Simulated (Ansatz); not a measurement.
A made-up structure of NaBH2, singlet:

```xyz
4
angstrom
B -0.1723 0.0403 -0.0907
Na 1.3415 -0.3143 0.7053
H -1.0607 -0.6658 0.2404
H -0.1085 0.9399 -0.8550
```

It is relaxed with PBE-D4/def2-SVP and then PBE0-D4/def2-TZVP (Ansatz 0.2.0). Atoms count as bonded within 1.22 times the sum of their covalent radii (H–H: 0.88 Å). The end point is not checked to be a true minimum.

Q: Does its bonding change? (A judgement: the text doesn't fix the answer.)

A: By the calculation: No: no bond forms or breaks.

Where it ends: The first stage lowers the energy by 2.80 eV in 6 steps. It ends as NaBH₂ ([BH2][Na]):
B1  (-0.245, 0.057, -0.129)
Na2  (1.911, -0.448, 1.005)
H3  (-1.273, -0.548, 0.069)
H4  (-0.392, 0.938, -0.945)
(Å)

Labels in which every atom is bracketed show which atoms are joined, not bond orders.

For scale, one of the runs: PBE0-D4/def2-TZVP relaxation, 75 basis functions, launched by `ansatz run in.yaml --threads 2 --pin off --events-out ev --progress --plain --max-ram 4352MiB`. Hardware: 2 CPU threads of an Arm Neoverse V2, shared host. Wall time about 3.1 s.
